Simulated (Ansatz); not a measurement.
Two structures of SiNH7O, singlet, reached by relaxing down either side of one saddle point (PBE0-D4/def2-TZVP). Energies are electronic, without zero-point energy. Ansatz 0.2.0; basis: def2-TZVPP and def2-QZVPP; cores frozen in the correlated methods. Extrapolation: Hartree–Fock as exp(−7.88 √X), correlation as X^−2.97. First:

```xyz
10
angstrom
Si -1.2622 -0.4528 -0.3004
N 0.2006 -0.7012 0.6059
H -2.2878 -1.5220 -0.1329
H -1.8438 0.8351 0.1459
H -0.8891 -0.3969 -1.7362
H 1.3287 0.8981 0.2038
O 1.7962 1.7385 0.0643
H 0.1383 -0.5970 1.6094
H 0.7444 -1.5257 0.3934
H 2.0750 1.7238 -0.8530
```

Second:

```xyz
10
angstrom
Si -0.6881 0.3318 -0.6937
N 0.4658 -0.6768 1.2206
H -1.0978 -1.0900 -0.8323
H -1.3609 1.0184 0.4396
H -1.3036 0.9864 -1.9077
H 0.9735 0.0595 1.6954
O 0.9278 0.6786 -0.9334
H -0.1183 -1.1555 1.8949
H 1.1471 -1.3324 0.8577
H 1.0547 1.1801 -1.7410
```

Which bonds change from the first to the second?

SiNH₅ ([NH2][SiH3]) + H₂O → SiH₄O ([OH][SiH3]) + NH₃; bonds formed: Si1–O7, N2–H6; bonds broken: Si1–N2, H6–O7.

Give the saddle point's structure and its height above each. (An estimate is asked for; the value comes from the calculation.)

Computed: 1.169 eV above the first and 1.481 eV above the second (CCSD(T) at an estimated basis limit (MP2 extrapolated from triple and quadruple zeta, plus CCSD(T) − MP2 in triple zeta)).
```
atom    x (Å)    y (Å)    z (Å)
 Si1  -0.7710   0.0520  -0.3819
  N2   0.4611  -0.7139   0.8144
  H3  -1.7738  -1.0878  -0.2954
  H4  -1.5922   1.1536   0.1742
  H5  -0.4591  -0.0486  -1.8360
  H6   1.0998   0.2545   0.4564
  O7   0.8184   1.2955  -0.2266
  H8   0.1520  -0.7309   1.7788
  H9   0.7732  -1.6420   0.5583
 H10   1.2919   1.4674  -1.0422
```

T1 diagnostic: at most 0.011.

The step is the kind of ligand exchange by which a precursor binds to a hydroxyl group, or is hydrolysed, in atomic layer deposition of oxides.

Labels in which every atom is bracketed show which atoms are joined, not bond orders.

For scale, one of the runs: CCSD(T)/def2-TZVPP, 202 basis functions, launched by `ansatz run in.yaml --threads 2 --pin off --events-out ev --progress --plain --max-ram 4352MiB`. The run took 48 s on 2 CPU threads of an Arm Neoverse V2 (shared host), with 2.5 GiB of host memory at its peak.
